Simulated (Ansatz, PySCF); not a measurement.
This Ansatz (a quantum-chemistry and plane-wave program) input computes a B3LYP/def2-TZVPD energy:

Ansatz 0.2 input:
```yaml
crystal:
  periodic: [false, false, false]
  atoms:
    - {symbol: S, position_ang: [0.00008847, 0.23160742, -0.44340035]}
    - {symbol: O, position_ang: [-0.00913114, 1.47909038, 0.36871709]}
    - {symbol: C, position_ang: [1.35685821, -0.79445686, 0.19502839]}
    - {symbol: C, position_ang: [-1.34932659, -0.80911957, 0.18682947]}
    - {symbol: H, position_ang: [1.25281814, -0.88687215, 1.27606774]}
    - {symbol: H, position_ang: [-2.27826206, -0.29833962, -0.06004470]}
    - {symbol: H, position_ang: [1.34325030, -1.77162955, -0.28833934]}
    - {symbol: H, position_ang: [2.28168311, -0.27363282, -0.04622945]}
    - {symbol: H, position_ang: [-1.32220226, -1.78607156, -0.29641485]}
    - {symbol: H, position_ang: [-1.25084331, -0.90043755, 1.26848240]}
basis:
  gaussian:
    orbitals: def2-TZVPD
hamiltonian:
  xc: {name: B3LYP}
output: {forces: true}
```

**Question.** Write an input for the same energy in PySCF and say what it gives.

**Answer.** 
```python
from pyscf import gto, scf, dft

mol = gto.M(
    atom='''
    S     0.00008847    0.23160742   -0.44340035
    O    -0.00913114    1.47909038    0.36871709
    C     1.35685821   -0.79445686    0.19502839
    C    -1.34932659   -0.80911957    0.18682947
    H     1.25281814   -0.88687215    1.27606774
    H    -2.27826206   -0.29833962   -0.06004470
    H     1.34325030   -1.77162955   -0.28833934
    H     2.28168311   -0.27363282   -0.04622945
    H    -1.32220226   -1.78607156   -0.29641485
    H    -1.25084331   -0.90043755    1.26848240
    ''',
    basis='def2-tzvpd',
    charge=0,
    spin=0,
    verbose=4,
)

mf = dft.RKS(mol, xc='b3lyp').density_fit(auxbasis='def2-universal-jkfit')
mf.grids.level = 3
mf.conv_tol = 1e-9
mf.max_cycle = 100
mf.max_memory = 1500
mf.kernel()
if not mf.converged:
    mf = mf.newton()
    mf.kernel(mf.make_rdm1())
mf.analyze()
```
It gives -553.31141 Eh, and Ansatz -553.31132 Eh, a difference of 0.09 mEh, from the treatment of integrals and grids.
